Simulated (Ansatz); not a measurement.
Born–Oppenheimer molecular dynamics of C$_{4}$H$_{5}$FO (11 atoms, charge 0, multiplicity 1). It starts from a relaxed structure.

The calculation used Ansatz, UKS PBE0-D4/STO-3G.

* ensemble: NVT, Langevin thermostat
* time step: 0.25 fs
* steps asked: 216
* set temperature: 500 K
* friction: 0.001 /fs
* seed: 175325

First frame:

```xyz
11
Properties=species:S:1:pos:R:3
C 0.158 -0.350 1.450
C 0.537 0.206 0.066
O 0.739 -0.887 -0.964
C -0.327 -0.276 -1.720
C -0.585 0.733 -0.858
F -1.428 1.782 -0.769
H 0.999 -0.914 1.876
H -0.713 -1.013 1.372
H -0.086 0.479 2.129
H 1.441 0.846 0.122
H -0.670 -0.664 -2.684
```

(1) What does the run give?

(2) What happens to the structure?

(3) How do temperature and energy run in time?

Results:

(1) All steps were run.

```
steps done                                               : 216
time covered                                             : 54 fs
mean temperature over the second half                    : 233 K
spread of the potential energy over the second half      : 3.9 meV per atom
mean potential energy of the second half above the start : 27.6 meV per atom
```

The mean temperature of the second half is 53 % below the set value. A run of 0.054 ps of so small a system gives no equilibrium averages. Limits of this set-up: minimal basis.

(2) The same pairs are bonded in the first frame and the last. Pairs count as bonded within 1.25 times the sum of covalent radii (0.12 Å more for H–H). The details hang on the random start.

(3) 
| time (fs) | T (K) | potential energy less start (eV) |
| --- | --- | --- |
| 0.0 | 455 | 0.000 |
| 4.5 | 319 | 0.201 |
| 9.0 | 190 | 0.365 |
| 13.5 | 216 | 0.315 |
| 18.0 | 254 | 0.269 |
| 22.5 | 257 | 0.270 |
| 27.0 | 194 | 0.372 |
| 31.5 | 224 | 0.333 |
| 36.0 | 192 | 0.347 |
| 40.5 | 204 | 0.346 |
| 45.0 | 178 | 0.380 |
| 49.5 | 204 | 0.355 |
| 54.0 | 243 | 0.285 |

Time of the run: 9.6 min on 1 thread of Arm Neoverse V2, on a shared host, peak memory 0.13 GiB.
